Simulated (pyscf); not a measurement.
# Concerted two-bond exchange: H₂Si=Se (SMILES [SiH2]=[Se]) + H₂ (SMILES [H][H]) → :HSi–SeH (SMILES [SiH][SeH]) [singlet] + H₂ (SMILES [H][H])

Gas phase, singlet surface, charge 0. Bonds broken: Si2–H3, H5–H6. Bonds formed: Se1–H5, H3–H6. Optimised with ωB97X-D3(BJ)/def2-SVP in PySCF.

Transition state (Å):

```xyz
6

Se    -0.3760     0.2820     1.3868
Si    -2.0188    -0.2412     0.1469
H     -0.9472    -0.2387    -1.3091
H     -3.2848    -0.3830     0.9366
H      0.3014     0.1684    -0.3024
H      0.0584    -0.0247    -1.2614
```

One imaginary mode, 1817i cm⁻¹; descent along it reached the two sides named.

```json
[
 {"bond": "Si2–H3", "change": "breaks", "reactant side (Å)": "1.488", "saddle": "1.808", "product side": "3.2"},
 {"bond": "H5–H6", "change": "breaks", "reactant side (Å)": "0.762", "saddle": "1.008", "product side": "2.8"},
 {"bond": "Se1–H5", "change": "forms", "reactant side (Å)": "3.2", "saddle": "1.823", "product side": "1.469"},
 {"bond": "H3–H6", "change": "forms", "reactant side (Å)": "3.1", "saddle": "1.029", "product side": "0.761"}
]
```

Electronic energies relative to the separated reactants (kJ/mol):

| level | barrier | reaction energy | reverse barrier |
|---|---|---|---|
| ωB97X-D3(BJ)/def2-TZVP | 220.3 | +59.8 | 160.5 |
| PBE/def2-TZVP | 163.8 | +52.6 | 111.2 |
| r²SCAN/def2-TZVP | 185.9 | +66.0 | 119.9 |
| B3LYP-D3(BJ)/def2-TZVP | 199.1 | +56.1 | 143.1 |
| PBE0-D3(BJ)/def2-TZVP | 185.4 | +56.6 | 128.7 |
| M06-2X/def2-TZVP | 222.2 | +55.2 | 167.1 |
| ωB97M-D3(BJ)/def2-TZVP | 214.7 | +50.4 | 164.3 |
| HF/def2-TZVP | 320.3 | +64.4 | 255.9 |

With ωB97M-D3(BJ)/def2-TZVP energies and thermal terms (ideal gas, 1 atm, RRHO with modes under 100 cm⁻¹ raised to 100, one conformer, R ln 2 for chiral ones without a mode under 150 cm⁻¹), in kJ/mol:

```tsv
T (K)	ΔH‡	ΔG‡	ΔH	ΔG
298	210.8	244.9	+49.1	+46.1
600	207.3	281.1	+49.7	+42.8
900	207.5	318.1	+50.0	+39.3
1200	209.1	354.7	+50.1	+35.8
```

The same reactants have a lower exit, to H₃Si–SeH (barrier +89.8 kJ/mol at ωB97M-D3(BJ)/def2-TZVP, against +214.7 kJ/mol here). This is the saddle that the search found; another between the same sides may lie lower. Elements up to Kr have no core potential and no relativistic terms here.
